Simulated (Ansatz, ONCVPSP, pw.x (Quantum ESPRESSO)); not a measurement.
From atom to crystal: ONCV potential for antimony (Sb)

| Quantity | Value |
| --- | --- |
| Element | antimony |
| Generator | ONCVPSP 4.0.1 |
| Type | optimised norm-conserving Vanderbilt (ONCV) |
| Functional | PBEsol |
| Relativity | scalar-relativistic |
| Frozen core | [Ar] 3d10 |
| Valence charge | 23 |
| Reference configuration | 4s2 4p6 4d10 5s2 5p3 |
| Partial waves | 4s+5s: rc 1.35 bohr, ncon 4, nbas 8, qcut 9.7 1/bohr, 2 projectors; 4p+5p: rc 1.40 bohr, ncon 4, nbas 7, qcut 11.4 1/bohr, 2 projectors; 4d: rc 1.55 bohr, ncon 4, nbas 9, qcut 9.6 1/bohr, 2 projectors, debl 1.5 Ha |
| Local potential | polynomial inside 1.28 bohr (lpopt 2, dvloc0 3 Ha) |
| Core correction | Teter function, parameters optimised by the program |

Atomic tests: cutoffs needed: 36 Ha and 41 Ha (the cutoffs (Ha) at which the residual kinetic energy of the hardest occupied pseudo-wave falls to 1 and 0.1 mHa per electron); ghost test: ghosts flagged at negative energy: s at -1879.1 eV; no localised positive-energy state flagged; a true bound ghost makes a file unfit for plane-wave use; largest excitation error: +26 meV (all-electron minus pseudo) for 4s2 4p6 4d9 5s2 5p3, out of 4 test configurations.

Crystal test: bcc Sb in pw.x 7.5, no spin, 12³ k-points, Fermi–Dirac smearing 0.01 Ry, cutoffs 95/380 Ry. The lattice is a test structure that the element need not adopt, and mesh and smearing are coarse.

pw.x input:

```
&control
  calculation='scf', prefix='x', pseudo_dir='./', outdir='./tmp', tstress=.true., disk_io='none'
/
&system
  ibrav=0, nat=1, ntyp=1, ecutwfc=95, ecutrho=380, nbnd=20,
  occupations='smearing', smearing='fd', degauss=0.01
/
&electrons
  conv_thr=1e-09, mixing_beta=0.4, electron_maxstep=70
/
ATOMIC_SPECIES
Sb 1.0 Sb.UPF
CELL_PARAMETERS angstrom
  -1.86496266 1.86496266 1.86496266
  1.86496266 -1.86496266 1.86496266
  1.86496266 1.86496266 -1.86496266
ATOMIC_POSITIONS crystal
Sb 0.0000 0.0000 0.0000
K_POINTS automatic
12 12 12 0 0 0
```

```bash
pw.x < Sb.scf.in > Sb.scf.out
```

**Question.** How does the run end?

**Answer.** It converges; the pressure is -1010.00 GPa against 0.11 GPa from all-electron LAPW. The pseudo pressure rises with volume over the whole range, a mechanical instability. Note: ghosts flagged at negative energy: s at -1879.1 eV; no localised positive-energy state flagged. A true bound ghost makes a file unfit for plane-wave use. A pressure error of this size marks a broken potential; the numbers have no physical meaning. The log shows:

```
     scf convergence threshold =      1.0E-09
     Exchange-correlation= PBESOL
     number of k points=    72  Fermi-Dirac smearing, width (Ry)=  0.0100
     iteration #  1     ecut=    95.00 Ry     beta= 0.40
     total energy              =    -754.91614965 Ry
     estimated scf accuracy    <       8.92718024 Ry
     iteration #  2     ecut=    95.00 Ry     beta= 0.40
     total energy              =    -754.70663132 Ry
     estimated scf accuracy    <       1.59242651 Ry
     iteration #  3     ecut=    95.00 Ry     beta= 0.40
     total energy              =    -754.58300694 Ry
     estimated scf accuracy    <       0.27036225 Ry
     iteration #  4     ecut=    95.00 Ry     beta= 0.40
     total energy              =    -754.59684406 Ry
     estimated scf accuracy    <       0.00457899 Ry
     [... 16 iterations left out ...]
     iteration # 21     ecut=    95.00 Ry     beta= 0.40
     total energy              =    -754.59487965 Ry
     estimated scf accuracy    <       0.00000002 Ry
     iteration # 22     ecut=    95.00 Ry     beta= 0.40
     total energy              =    -754.59487966 Ry
     estimated scf accuracy    <       0.00000004 Ry
     iteration # 23     ecut=    95.00 Ry     beta= 0.40
     total energy              =    -754.59487964 Ry
     estimated scf accuracy    <       0.00000003 Ry
     iteration # 24     ecut=    95.00 Ry     beta= 0.40
     the Fermi energy is    12.2797 ev
!    total energy              =    -754.59487964 Ry
     estimated scf accuracy    <          8.8E-12 Ry
     smearing contrib. (-TS)   =      -0.00224069 Ry
     The total energy is F=E-TS. E is the sum of the following terms:
     one-electron contribution =    -612.51397452 Ry
     hartree contribution      =     181.64102728 Ry
     xc contribution           =     -50.59146562 Ry
     ewald contribution        =    -273.12822609 Ry
     convergence has been achieved in  24 iterations
          total   stress  (Ry/bohr**3)                   (kbar)     P=   -10100.03
     Message from routine punch:
     Nothing written, as per user request (disk_io='none')
```
